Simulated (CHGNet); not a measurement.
α-quartz (SiO2)

These are the machine-learned potential CHGNet-r²SCAN (trained on r²SCAN data) values and carry that method's errors.

Cell (relaxed at this level):

```cif
data_O6Si3
_chemical_formula_sum 'O6 Si3'
_space_group_name_H-M_alt 'P3121'
_space_group_IT_number 152
_space_group_name_Hall 'P 31 2"'
_cell_length_a 4.94001
_cell_length_b 4.94001
_cell_length_c 5.40818
_cell_angle_alpha 90.000
_cell_angle_beta 90.000
_cell_angle_gamma 120.000
loop_
_atom_site_label
_atom_site_type_symbol
_atom_site_symmetry_multiplicity
_atom_site_Wyckoff_symbol
_atom_site_fract_x
_atom_site_fract_y
_atom_site_fract_z
_atom_site_occupancy
O1 O 6 c 0.41443 0.26682 0.21438 1
Si1 Si 3 a 0.52888 0.52888 0.00000 1
```

```yaml
lattice_parameter_a: 4.940 Å
lattice_parameter_c: 5.408 Å
```

Measured, for comparison: lattice constant a 4.914 Å, lattice parameter c 5.405 Å (298 K, no zero-point or thermal correction; as tabulated in Sutter and Yavaş (2016), arXiv:1612.07049). Computed (rounded) less measured: lattice constant a +0.5 %, lattice parameter c +0.1 %.

A machine-learned potential is trained on density-functional data: it inherits that level's misses and adds fitting errors of its own.
